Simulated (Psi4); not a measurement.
# SiNH3Cl (SMILES [NH][SiH2]Cl), step by step

We compute a structure relaxation (UPBEh-3c/def2-mSVP), then the harmonic vibrations, then a single-point energy (UCCSD(T)/cc-pVDZ) of SiNH3Cl. 

The calculation is run with Psi4 1.11.

## (1) The molecule

SiNH3Cl: 6 atoms, total charge 0, spin state doublet. As SMILES, `[NH][SiH2]Cl`. All atoms were displaced at random from a relaxed shape. The run starts from this shape.

Bond lengths: N1–Si2 1.882 Å, Si2–Cl3 2.128 Å, N1–H4 1.022 Å, Si2–H5 1.513 Å, Si2–H6 1.457 Å. Angles: N1–Si2–Cl3 107.3°, N1–Si2–H5 110.6°, N1–Si2–H6 104.7°, Cl3–Si2–H5 107.3°, Cl3–Si2–H6 108.7°, Si2–N1–H4 101.6°, H5–Si2–H6 117.8°.

## (2) A geometry optimisation at UPBEh-3c/def2-mSVP (density fitting) (run 1)

input.inp reads:

```
memory 1600 MB

molecule {
  0 2
  N     -2.34542602    -1.23591301    -0.99464790
  Si     0.66404409     0.23363818     0.20210999
  Cl     2.97180976    -2.74339100     1.61158490
  H     -3.29826562     0.31042720    -1.65252392
  H      2.09447606     1.47965556    -1.93697495
  H     -0.12483342     1.81680915     2.31230101
  units au
}

set {
  reference    uks
  geom_maxiter 60
}

e, wfn = opt("pbeh-3c", return_wfn=True)
```

Launch:

```sh
$ psi4 -n 1 input.inp input.out
```

input.out:

```text
[...]
  Running in c1 symmetry.
[...]
  Nuclear repulsion =  134.618208642060523
[...]
  Multiplicity = 2
[...]
  Nalpha       = 21
  Nbeta        = 20
[...]
    Number of basis functions: 57
[...]
   @DF-UKS iter   1:  -805.09692552090894   -5.35149e-01   8.66157e-03 ADIIS/DIIS
[...]
   @DF-UKS iter  10:  -805.25782730404273   -1.72804e-11   5.96787e-09 DIIS
[...]
   @S^2 Observed:                7.540956066E-01
[...]
  @DF-UKS Final Energy:  -805.25782730404273
   => Energetics <=
    Nuclear Repulsion Energy =            140.0295966078907668
    One-Electron Energy =               -1391.1661001675583975
    Two-Electron Energy =                 479.0016815414284110
    DFT Exchange-Correlation Energy =     -33.1270280334282390
    Empirical Dispersion Energy =           0.0040227476248574
    VV10 Nonlocal Energy =                  0.0000000000000000
    Total Energy =                       -805.2578273040427348
[...]
  -Total Gradient:
     Atom            X                  Y                   Z
    ------   -----------------  -----------------  -----------------
       1       -0.000018476983     0.000026316850     0.000045227548
       2       -0.000007796701     0.000011251612    -0.000064752368
       3       -0.000035640617    -0.000019991567    -0.000024521619
       4       -0.000018196250     0.000042961988    -0.000020527145
       5        0.000020785222     0.000012581223     0.000025106247
       6       -0.000028745347     0.000006668838    -0.000010110783
[...]
```

The script printed:

```text
Optimizer: Optimization complete!
```

Run time: 32 s. Hardware: 1 thread of Intel Xeon 6975P-C (Granite Rapids), shared host; peak memory 0.43 GiB.

Step by step:

```
step  energy from the first frame kept (eV)  largest force (eV/Å)
   0                                 0.0000                2.6426
   1                                -0.2455                1.0697
   2                                -0.2851                0.3500
   3                                -0.2895                0.1187
   4                                -0.2904                0.0453
   5                                -0.2905                0.0121
   6                                -0.2905                0.0034
```

After the run. Bond lengths: N1–Si2 1.748 Å, Si2–Cl3 2.052 Å, N1–H4 1.020 Å, Si2–H5 1.482 Å, Si2–H6 1.482 Å. Angles: N1–Si2–Cl3 108.6°, N1–Si2–H5 110.7°, N1–Si2–H6 110.4°, Cl3–Si2–H5 108.2°, Cl3–Si2–H6 108.2°, Si2–N1–H4 114.5°, H5–Si2–H6 110.7°.

## (3) The harmonic vibrations at UPBEh-3c/def2-mSVP (density fitting) (run 2)

calc.dat reads:

```
memory 1.6 GB

molecule molecule1 {
  0 2
  N     -1.126956    -0.603231    -0.513264
  Si     0.349559     0.083871     0.122012
  Cl     1.526215    -1.439144     0.833309
  H     -1.778340     0.079637    -0.900455
  H      1.099628     0.788171    -0.944146
  H      0.049993     1.002075     1.245690
}

set {
  reference uks
  t 298.15
  rotational_symmetry_number 1
}

frequencies('pbeh-3c')
```

Launch:

```sh
$ psi4 -n 1 calc.dat calc.out
```

calc.out:

```text
[...]
  Running in c1 symmetry.
[...]
  Nuclear repulsion =  140.029585361742221
[...]
  Multiplicity = 2
[...]
  Nalpha       = 21
  Nbeta        = 20
[...]
    Number of basis functions: 57
[...]
   @DF-UKS iter   1:  -805.02175738514177   -2.93196e-01   1.07102e-02 DIIS/ADIIS
[...]
   @DF-UKS iter  16:  -805.25782567761212   -2.27374e-12   3.29198e-09 DIIS
[...]
   @S^2 Observed:                7.540935920E-01
[...]
  @DF-UKS Final Energy:  -805.25782567761212
   => Energetics <=
    Nuclear Repulsion Energy =            140.0416056203752930
    One-Electron Energy =               -1391.1910318586164976
    Two-Electron Energy =                 479.0150275573926137
    DFT Exchange-Correlation Energy =     -33.1274481307052042
    Empirical Dispersion Energy =           0.0040211339417465
    VV10 Nonlocal Energy =                  0.0000000000000000
    Total Energy =                       -805.2578256776121179
[...]
  -Total Gradient:
     Atom            X                  Y                   Z
    ------   -----------------  -----------------  -----------------
       1       -0.000009786381     0.000039481540     0.000056827260
       2        0.000100137045     0.000461259499    -0.000015525971
       3       -0.000026658956    -0.000016706238    -0.000045844825
       4       -0.000021560453     0.000043528258    -0.000013959996
       5       -0.000217475145    -0.000181786701     0.000435203238
       6        0.000087295573    -0.000266062979    -0.000466346657
[...]
  ==> Harmonic Vibrational Analysis <==
[...]
  Freq [cm^-1]                 186.4870            245.5410            514.3638
[...]
  IR activ [km/mol]            121.3824             3.6744             34.6495
[...]
  Freq [cm^-1]                 567.1467            723.8018            758.9961
[...]
  Freq [cm^-1]                 801.4854            948.8379            970.1414
[...]
```

The script printed:

```text
Warning: used thermodynamics relations inappropriate for low-frequency modes: ['186.4870' '245.5410' '514.3638' '567.1467']
```

Wall time 2.7 min (1 thread of Intel Xeon 6975P-C (Granite Rapids), shared host); peak memory 0.42 GiB.

## (4) A single-point energy at UCCSD(T)/cc-pVDZ (run 3)

job.inp reads:

```
memory 1600 mb

molecule mol {
  0 2
  N     -1.126956    -0.603231    -0.513264
  Si     0.349559     0.083871     0.122012
  Cl     1.526215    -1.439144     0.833309
  H     -1.778340     0.079637    -0.900455
  H      1.099628     0.788171    -0.944146
  H      0.049993     1.002075     1.245690
}

set basis cc-pVDZ
set reference uhf
set scf_type pk
set freeze_core true

e_tot, wfn = energy('ccsd(t)', return_wfn=True)
```

Launch:

```sh
$ psi4 -i job.inp -o job.out -n 1
```

job.out:

```text
[...]
  Running in c1 symmetry.
[...]
  Nuclear repulsion =  140.029585361742221
[...]
  Multiplicity = 2
[...]
  Nalpha       = 21
  Nbeta        = 20
[...]
    Number of basis functions: 65
[...]
   @UHF iter   1:  -804.46693307922624   -5.78271e-01   6.66592e-03 DIIS/ADIIS
[...]
   @UHF iter  18:  -804.65279172879707   -1.59162e-12   4.05954e-09 DIIS
[...]
   @S^2 Observed:                7.579333958E-01
[...]
  @UHF Final Energy:  -804.65279172879707
   => Energetics <=
    Nuclear Repulsion Energy =            140.0295853617422210
    One-Electron Energy =               -1391.0247170098209608
    Two-Electron Energy =                 446.3423399192818124
    Total Energy =                       -804.6527917287969558
  UHF NO Occupations:
  HONO-2 :   19  A 1.9992807
  HONO-1 :   20  A 1.9976347
[...]
 Multipole Moments:
 ------------------------------------------------------------------------------------
     Multipole            Electronic (a.u.)      Nuclear  (a.u.)        Total (a.u.)
 ------------------------------------------------------------------------------------
 L = 1.  Multiply by 2.5417464519 to convert [e a0] to [Debye]
 Dipole X            :          2.6771926           -3.0952764           -0.4180838
 Dipole Y            :         -3.3719144            4.3806086            1.0086942
 Dipole Z            :          1.6070806           -1.9133763           -0.3062957
 Magnitude           :                                                    1.1340525
[...]
      * MP2 total energy                      = -805.016112845685711
[...]
      * CCSD total energy                     = -805.059584086342056
[...]
      * CCSD(T) total energy                     = -805.068473392628107
[...]
```

Wall time 20 s (1 thread of Intel Xeon 6975P-C (Granite Rapids), shared host); peak memory 0.34 GiB.

## (5) Outcome

| quantity | value |
| --- | --- |
| run 1, UPBEh-3c/def2-mSVP: total energy at the end | -805.25783 Eh |
| run 1, UPBEh-3c/def2-mSVP: dipole moment | 2.80 D |
| run 1, UPBEh-3c/def2-mSVP: HOMO energy (highest over α and β) | -9.26 eV |
| run 1, UPBEh-3c/def2-mSVP: LUMO energy (lowest over α and β) | -2.58 eV |
| run 1, UPBEh-3c/def2-mSVP: ⟨S²⟩ | 0.754 |
| run 2, UPBEh-3c/def2-mSVP: lowest harmonic wavenumber | 186 cm⁻¹ |
| run 2, UPBEh-3c/def2-mSVP: highest harmonic wavenumber | 3559 cm⁻¹ |
| run 2, UPBEh-3c/def2-mSVP: zero-point energy | 83.1 kJ/mol |
| run 2, UPBEh-3c/def2-mSVP: ideal-gas entropy at 298.15 K (symmetry number 1 as used) | 71.1 cal/(mol K) |
| run 3, UCCSD(T)/cc-pVDZ: total energy | -805.06847 Eh |
| run 3, UCCSD(T)/cc-pVDZ: HOMO energy (Hartree–Fock orbitals) (highest over α and β) | -11.78 eV |
| run 3, UCCSD(T)/cc-pVDZ: LUMO energy (Hartree–Fock orbitals) (lowest over α and β) | 1.91 eV |
| run 3, UCCSD(T)/cc-pVDZ: correlation energy (11 core orbitals frozen) | -415.7 mEh |
| run 3, UCCSD(T)/cc-pVDZ: (T) correction | -8.89 mEh |
| run 3, UCCSD(T)/cc-pVDZ: ⟨S²⟩ of the reference determinant | 0.758 |
| run 3, UCCSD(T)/cc-pVDZ: T1 diagnostic | 0.018 |

**Reading.** The optimisation (run 1, UPBEh-3c/def2-mSVP) took 7 steps and changed the energy by -0.291 eV. All 12 modes (run 2, UPBEh-3c/def2-mSVP) are real, so the shape is a minimum at this level. The triples (run 3, UCCSD(T)/cc-pVDZ) make up 2.1 % of the correlation energy.
